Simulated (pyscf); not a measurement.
# Concerted two-bond exchange: `[NH2][SiH]` [singlet] -> `[NH2][SiH]` [singlet]

Gas phase, singlet surface, charge 0. Bonds broken: N1–H3, Si2–H5. Bonds formed: N1–H5, Si2–H3. PySCF, gas phase, ωB97X-D3(BJ)/def2-SVP geometries. Correlated levels are frozen-core, on RHF or UHF. ΔMP2 is the change of the MP2 total energy from the triple- to the quadruple-zeta basis.

Transition state (Å):

```xyz
5

N      0.0759     0.2813    -0.2811
Si     1.4806     0.6107    -0.9380
H      0.8054     1.0033     0.9939
H     -0.8198     0.0720     0.1370
H     -0.1794    -0.3300    -1.7796
```

One imaginary mode, 2484i cm⁻¹; descent along it reached the two sides named.

```tsv
bond	change	reactant side (Å)	saddle	product side
N1–H3	breaks	1.016	1.637	2.391
Si2–H5	breaks	1.534	2.085	2.411
N1–H5	forms	2.391	1.638	1.016
Si2–H3	forms	2.411	2.084	1.533
```

Electronic energies relative to the reactant's lowest minimum found (kcal/mol):

| level | barrier | reaction energy | reverse barrier |
|---|---|---|---|
| ωB97X-D3(BJ)/def2-TZVP | 132.8 | 0.0 | 132.8 |
| PBE/def2-TZVP | 114.6 | 0.0 | 114.6 |
| r²SCAN/def2-TZVP | 121.3 | 0.0 | 121.3 |
| B3LYP-D3(BJ)/def2-TZVP | 121.6 | 0.0 | 121.6 |
| PBE0-D3(BJ)/def2-TZVP | 125.2 | 0.0 | 125.2 |
| M06-2X/def2-TZVP | 128.9 | 0.0 | 128.9 |
| ωB97M-D3(BJ)/def2-TZVP | 127.1 | 0.0 | 127.1 |
| HF/def2-TZVP | 148.9 | 0.0 | 148.9 |
| MP2/def2-QZVPP | 131.2 | 0.0 | 131.2 |
| CCSD/def2-TZVPP | 130.7 | 0.0 | 130.7 |
| CCSD(T)/def2-TZVPP | 124.3 | 0.0 | 124.3 |
| CCSD(T)/def2-TZVPP + ΔMP2(QZVPP) | 123.6 | 0.0 | 123.6 |

With CCSD(T)/def2-TZVPP + ΔMP2(QZVPP) energies and thermal terms (ideal gas, 1 atm, RRHO with modes under 100 cm⁻¹ raised to 100, one conformer, R ln 2 for rigid chiral ones), in kcal/mol:

```csv
T (K),ΔH‡,ΔG‡,ΔH,ΔG
298,116.9,117.1,0.0,0.0
600,117.2,117.1,0.0,0.0
900,117.5,117.0,0.0,0.0
1200,117.6,116.8,0.0,0.0
```

The same reactants have a lower exit, to HN=Si: [singlet] + H₂ (barrier +59.5 kcal/mol at ωB97M-D3(BJ), against +127.1 kcal/mol here). This is the saddle that the search found; another between the same sides may lie lower. A restricted solution here is unstable towards spin polarisation, so biradical character is likely and single-reference numbers are less safe. The CCSD(T) − MP2 part came from Ansatz, without density fitting, on the same reference. The largest closed-shell T1 diagnostic is 0.034, which may signal static correlation.
